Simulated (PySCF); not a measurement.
Rows and methods have been separated. Pair them.

Species: C₃H₅FO₂.
SMILES with atom numbers: `[CH3:1][O:2][C@@H:3]1[O:4][C@H:5]1[F:6]` (hydrogens: H7, H8, H9 on C1; H10 on C3; H11 on C5)

The closed-shell ground state was solved 7 times with PySCF (density fitting, gas phase), always in the pcSseg-2 basis (286 functions), with these functionals: B3LYP, BHandHLYP, HF, LC-wPBE, PBE, mPW1PW91 and wB97X-D. The structure is a single PBE0-D3(BJ)/def2-SVP conformer in the gas phase; no vibrational or solvent corrections.

```json
{"row": "P", "total energy (Eh)": "-367.5230", "HOMO (eV)": "-9.99", "LUMO (eV)": "1.14", "dipole (D)": "2.29"}
{"row": "Q", "total energy (Eh)": "-367.3197", "HOMO (eV)": "-6.90", "LUMO (eV)": "0.03", "dipole (D)": "2.06"}
{"row": "R", "total energy (Eh)": "-367.6233", "HOMO (eV)": "-8.52", "LUMO (eV)": "0.65", "dipole (D)": "2.17"}
{"row": "S", "total energy (Eh)": "-367.5990", "HOMO (eV)": "-10.38", "LUMO (eV)": "2.38", "dipole (D)": "2.18"}
{"row": "T", "total energy (Eh)": "-367.7188", "HOMO (eV)": "-8.25", "LUMO (eV)": "0.38", "dipole (D)": "2.18"}
{"row": "U", "total energy (Eh)": "-367.5061", "HOMO (eV)": "-11.26", "LUMO (eV)": "2.43", "dipole (D)": "2.23"}
{"row": "V", "total energy (Eh)": "-365.7578", "HOMO (eV)": "-12.22", "LUMO (eV)": "2.66", "dipole (D)": "2.39"}
```

Problem. Which functional belongs to which row?

Solution. P = BHandHLYP, Q = PBE, R = mPW1PW91, S = wB97X-D, T = B3LYP, U = LC-wPBE, V = HF. By rising HOMO–LUMO gap: PBE (GGA) 6.93 eV; B3LYP (global hybrid, 20 % exact exchange) 8.63 eV; mPW1PW91 (global hybrid, 25 % exact exchange) 9.17 eV; BHandHLYP (global hybrid, 50 % exact exchange) 11.13 eV; wB97X-D (range-separated hybrid) 12.76 eV; LC-wPBE (range-separated hybrid) 13.69 eV; HF (all exact exchange) 14.88 eV. Total energies of different functionals aren't bounds to one another; each is stationary for its own functional.

Shape of the structure used: `[CH3:1][O:2][C@@H:3]1[O:4][C@H:5]1[F:6]`: C1–O2–C3–O4 -81°.

wB97X-D is run here without its empirical dispersion term; that term would change no orbital, density or response property at a fixed geometry.
